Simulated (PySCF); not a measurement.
PySCF input (PBE/aug-pcseg-3):

```python
import numpy as np, basis_set_exchange as bse
from pyscf import gto, scf, dft, df

basis = {'C': gto.basis.parse(bse.get_basis('aug-pcseg-3', elements=['C'], fmt='nwchem')), 'H': gto.basis.parse(bse.get_basis('aug-pcseg-3', elements=['H'], fmt='nwchem')), 'N': gto.basis.parse(bse.get_basis('aug-pcseg-3', elements=['N'], fmt='nwchem'))}
mol = gto.M(
    atom='''
    C    -0.00000000   -0.00000000   -0.73641303
    N     0.00000000    0.00000000    0.42763309
    H     0.00000000    0.00000000    1.42504654
    ''',
    basis=basis,
    charge=0,
    verbose=4,
    max_memory=2160,
)
mf = dft.RKS(mol, xc='pbe')
mf.grids.level = 3
mf = mf.density_fit(auxbasis=df.autoaux(mol))
mf.conv_tol = 1e-9
mf.max_cycle = 100
print('smallest overlap eigenvalue', np.linalg.eigvalsh(mol.intor('int1e_ovlp'))[0])
mf.kernel()
dip = mf.dip_moment()
```

Output:

```
PySCF version 2.14.0

[INPUT] verbose = 4
[INPUT] num. atoms = 3
[INPUT] num. electrons = 14
[INPUT] charge = 0
[INPUT] spin (= nelec alpha-beta = 2S) = 0
[INPUT] symmetry False subgroup None
[INPUT] Mole.unit = angstrom
[INPUT] Symbol           X                Y                Z      unit          X                Y                Z       unit  Magmom
[INPUT]  1 C      0.000000000000   0.000000000000  -0.736413030000 AA    0.000000000000   0.000000000000  -1.391618941261 Bohr   0.0
[INPUT]  2 N      0.000000000000   0.000000000000   0.427633090000 AA    0.000000000000   0.000000000000   0.808109421901 Bohr   0.0
[INPUT]  3 H      0.000000000000   0.000000000000   1.425046540000 AA    0.000000000000   0.000000000000   2.692947675359 Bohr   0.0

nuclear repulsion = 24.2760571793619
number of shells = 57
number of NR pGTOs = 274
number of NR cGTOs = 219
basis = {'C': [[0, [143581.0, 2.6719e-05], [21513.3, 0.000207621], [4897.4, 0.00109088], [1387.22, 0.00459228], [452.628, 0.0165435], [163.519, 0.0521382], [63.9884, 0.141043], [27.1173, 0.291555], [10.2722, 0.5]], [0, [15.6528, 0.120341], [4.78395, 0.5], [2.1371, 0.245824]], [0, [0.66586, 1.0]], [0, [0.259029, 1.0]], [0, [0.0971914, 1.0]], [0, [0.033922, 1.0]], [1, [147.543, 0.000865129], [34.7418, 0.00718201], [10.8264, 0.0364875], [4.15975, 0.106349], [1.70307, 0.282579], [0.731895, 0.5]], [1, [0.315028, 1.0]], [1, [0.131999, 1.0]], [1, [0.0517848, 1.0]], [1, [0.018838, 1.0]], [2, [5.2, 1.0]], [2, [1.35, 1.0]], [2, [0.52, 1.0]], [2, [0.2, 1.0]], [2, [0.056513, 1.0]], [3, [1.5, 1.0]], [3, [0.65, 1.0]], [3, [0.075351, 1.0]], [4, [1.4, 1.0]], [4, [0.094188, 1.0]]], 'H': [[0, [765.363, 0.000337953], [114.768, 0.00262513], [26.1385, 0.0137591], [7.41801, 0.057093], [2.43212, 0.192568], [0.880001, 0.5]], [0, [0.338438, 1.0]], [0, [0.134045, 1.0]], [0, [0.0520726, 1.0]], [0, [0.01877, 1.0]], [1, [6.5, 1.0]], [1, [1.55, 1.0]], [1, [0.55, 1.0]], [1, [0.2, 1.0]], [1, [0.056311, 1.0]], [2, [1.95, 1.0]], [2, [0.65, 1.0]], [2, [0.075081, 1.0]], [3, [2.2, 1.0]], [3, [0.093852, 1.0]]], 'N': [[0, [215819.0, 2.43667e-05], [32327.7, 0.00018939], [7357.86, 0.000995356], [2084.12, 0.0041922], [680.035, 0.0151197], [245.689, 0.0478525], [96.1293, 0.131016], [40.6593, 0.280076], [15.3446, 0.5]], [0, [23.0987, 0.110962], [7.05507, 0.5], [3.10495, 0.256277]], [0, [0.963116, 1.0]], [0, [0.368896, 1.0]], [0, [0.134427, 1.0]], [0, [0.045658, 1.0]], [1, [217.855, 0.000812871], [51.3777, 0.00681364], [16.0677, 0.0354302], [6.10124, 0.109193], [2.49806, 0.286292], [1.07148, 0.5]], [1, [0.458362, 1.0]], [1, [0.189276, 1.0]], [1, [0.0733681, 1.0]], [1, [0.026393, 1.0]], [2, [6.0, 1.0]], [2, [1.65, 1.0]], [2, [0.65, 1.0]], [2, [0.25, 1.0]], [2, [0.079179, 1.0]], [3, [1.8, 1.0]], [3, [0.77, 1.0]], [3, [0.10557, 1.0]], [4, [1.5, 1.0]], [4, [0.13197, 1.0]]]}
ecp = {}
ETB for C: l = 0, exps = 0.037676 * 1.8^n , n = 0..17
ETB for C: l = 1, exps = 0.037676 * 1.8^n , n = 0..15
ETB for C: l = 2, exps = 0.037676 * 1.8^n , n = 0..14
ETB for C: l = 3, exps = 0.075351 * 2.2^n , n = 0..8
ETB for C: l = 4, exps = 0.094189 * 2.2^n , n = 0..7
ETB for C: l = 5, exps = 0.11302599999999999 * 2.3^n , n = 0..5
ETB for N: l = 0, exps = 0.052786 * 1.8^n , n = 0..17
ETB for N: l = 1, exps = 0.052786 * 1.8^n , n = 0..15
ETB for N: l = 2, exps = 0.052786 * 1.8^n , n = 0..14
ETB for N: l = 3, exps = 0.105572 * 2.2^n , n = 0..8
ETB for N: l = 4, exps = 0.131963 * 2.2^n , n = 0..7
ETB for N: l = 5, exps = 0.158363 * 2.3^n , n = 0..5
ETB for H: l = 0, exps = 0.03754 * 1.8^n , n = 0..16
ETB for H: l = 1, exps = 0.075081 * 2^n , n = 0..8
ETB for H: l = 2, exps = 0.09385099999999999 * 2.2^n , n = 0..7
ETB for H: l = 3, exps = 0.112622 * 2.2^n , n = 0..6
ETB for H: l = 4, exps = 0.150162 * 2.2^n , n = 0..6
smallest overlap eigenvalue 2.1853070274530866e-06

******** <class 'pyscf.df.df_jk.DFRKS'> ********
method = DFRKS
initial guess = minao
damping factor = 0
level_shift factor = 0
DIIS = <class 'pyscf.scf.diis.CDIIS'>
diis_start_cycle = 1
diis_space = 8
diis_damp = 0
SCF conv_tol = 1e-09
SCF conv_tol_grad = None
SCF max_cycles = 100
direct_scf = False
XC library pyscf.dft.libxc version 7.1.2
    S. Lehtola, C. Steigemann, M. J. T. Oliveira, and M. A. L. Marques,  SoftwareX 7, 1–5 (2018)
XC functionals = pbe
    J. P. Perdew, K. Burke, and M. Ernzerhof,  Phys. Rev. Lett. 77, 3865 (1996)
    J. P. Perdew, K. Burke, and M. Ernzerhof,  Phys. Rev. Lett. 78, 1396 (1997)
    J. P. Perdew, K. Burke, and M. Ernzerhof,  Phys. Rev. Lett. 77, 3865 (1996)
    J. P. Perdew, K. Burke, and M. Ernzerhof,  Phys. Rev. Lett. 78, 1396 (1997)
radial grids:
    Treutler-Ahlrichs [JCP 102, 346 (1995); DOI:10.1063/1.469408] (M4) radial grids

becke partition: Becke, JCP 88, 2547 (1988); DOI:10.1063/1.454033
pruning grids: <function nwchem_prune>
grids dens level: 3
symmetrized grids: False
atomic radii adjust function: <function treutler_atomic_radii_adjust>
small_rho_cutoff = 0
Set gradient conv threshold to 3.16228e-05
Initial guess from minao.
tot grids = 37832
init E= -93.4674693069103
  HOMO = -0.32986543586231  LUMO = -0.0598971651210206  gap/eV = 7.34621
cycle= 1 E= -93.3098256178357  delta_E= 0.158  |g|= 0.298  |ddm|= 1.73
  HOMO = -0.221596496241494  LUMO = -0.0273225522995091  gap/eV = 5.28646
cycle= 2 E= -93.2999314469675  delta_E= 0.00989  |g|= 0.34  |ddm|= 0.555
  HOMO = -0.287700624695624  LUMO = -0.0388067671548567  gap/eV = 6.77275
cycle= 3 E= -93.327886759761  delta_E= -0.028  |g|= 0.109  |ddm|= 0.362
  HOMO = -0.278232927495884  LUMO = -0.0358598784486978  gap/eV = 6.59531
cycle= 4 E= -93.3297391355771  delta_E= -0.00185  |g|= 0.0588  |ddm|= 0.0759
  HOMO = -0.27850162642104  LUMO = -0.0334009885484025  gap/eV = 6.66953
cycle= 5 E= -93.3304711730028  delta_E= -0.000732  |g|= 0.00342  |ddm|= 0.0271
  HOMO = -0.278668278460303  LUMO = -0.0336573127437778  gap/eV = 6.66709
cycle= 6 E= -93.3304738474446  delta_E= -2.67e-06  |g|= 0.000271  |ddm|= 0.00293
  HOMO = -0.278598355140298  LUMO = -0.0336315198253839  gap/eV = 6.66589
cycle= 7 E= -93.3304738658181  delta_E= -1.84e-08  |g|= 4.81e-05  |ddm|= 0.000421
  HOMO = -0.278605275912485  LUMO = -0.0336324411055602  gap/eV = 6.66605
cycle= 8 E= -93.3304738663979  delta_E= -5.8e-10  |g|= 3.24e-06  |ddm|= 5.29e-05
  HOMO = -0.278604664947165  LUMO = -0.0336324340357753  gap/eV = 6.66603
Extra cycle  E= -93.3304738663836  delta_E= 1.44e-11  |g|= 8.7e-06  |ddm|= 7.24e-06
converged SCF energy = -93.3304738663836
Dipole moment(X, Y, Z, Debye):  0.00000, -0.00000,  3.11840
```
